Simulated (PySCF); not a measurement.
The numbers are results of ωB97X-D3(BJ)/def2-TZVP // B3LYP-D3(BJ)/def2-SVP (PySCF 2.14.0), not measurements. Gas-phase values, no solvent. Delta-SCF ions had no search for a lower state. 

Reference species (SMILES): `N` (neutral, multiplicity 1).

```json
{
 "dipole_moment": "1.80 D",
 "HOMO": "-10.38 eV",
 "vertical ionisation energy (Delta-SCF)": "11.07 eV"
}
```

After one change: the dipole moment falls by 0.20 D; the HOMO increases by 1.66 eV; the vertical ionisation energy (Delta-SCF) drops by 2.32 eV.

Which change was made? The new species is one of these.
(A) `COC`
(B) `C#N`
(C) `CO`
(D) `CSC`

D, `CSC`
